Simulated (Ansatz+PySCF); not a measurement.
Values are calculated unless marked as measured or tabulated.
Several solutions for triplet BNH2

```xyz
4

N     0.0000    0.0000   -0.1963
H     0.0000    0.0000    1.3739
B    30.0000    0.0000   -0.4592
H    30.0000    0.0000    2.2960
```

Basis set: 6-31G (spherical functions). Charge 0, multiplicity 3.

CASSCF(4,4) was run from several starts with Ansatz (development build ahead of 0.2.0) and PySCF 2.14.0. The starts are those of the Hartree–Fock orbitals from which the active space was taken at the frontier.

```json
{"run": "A", "program": "PySCF", "start": "program defaults", "converged": "yes", "energy (hartree)": "-79.86541", "<S²>": "2.00"}
{"run": "B", "program": "Ansatz", "start": "stability test followed", "converged": "yes", "energy (hartree)": "-79.87289", "<S²>": "2.00"}
{"run": "C", "program": "Ansatz", "start": "atomic start, no search", "converged": "yes", "energy (hartree)": "-79.87289", "<S²>": "2.00"}
{"run": "D", "program": "Ansatz", "start": "search for the lowest state", "converged": "yes", "energy (hartree)": "-79.88708", "<S²>": "2.00"}
```

(1) Which runs reached the lowest solution of this kind, and what is wrong with the others?

Answers

(1) D reached the lowest solution found. Converged but too high: A by 0.59 eV, B by 0.39 eV, C by 0.39 eV. Convergence only shows a stationary point; in CASSCF the end hangs on which orbitals enter the active space. Caution: other starts end on other solutions of this active space.
